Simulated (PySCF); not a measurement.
C2H3, charge +1, multiplicity 1. Atoms are numbered in the order given.

```xyz
5

C      0.0000     0.0000     0.6721
C      0.0000     0.0000    -0.5796
H      0.0000     0.0000     1.7533
H      0.0000    -0.9393    -1.1541
H      0.0000     0.9393    -1.1541
```
Charge +1, spin multiplicity 1.

Coordinates come from a B3LYP-D3(BJ)/def2-TZVP optimisation. The multiplicity is an assumed one; other spin states were not compared. The isomer is the one that the SMILES or the coordinates give; other isomers of the formula were not compared.

Method: B3LYP/def2-TZVPD run with PySCF.

Task: Estimate the frontier levels, gap, dipole moment and polarisability. (An estimate is asked for; the answer gives what the named calculation found.)

Result: 
```yaml
highest_occupied_level: -16.67 eV
lowest_empty_level: -11.33 eV
orbital_gap: 5.34 eV
dipole_moment_about_the_centre_of_nuclear_charge: 0.55 D
mean_static_polarisability: 18.3 bohr³ (2.71 Å³)
polarisability_principal_values: 13.7, 15.4, 25.7 bohr³
```
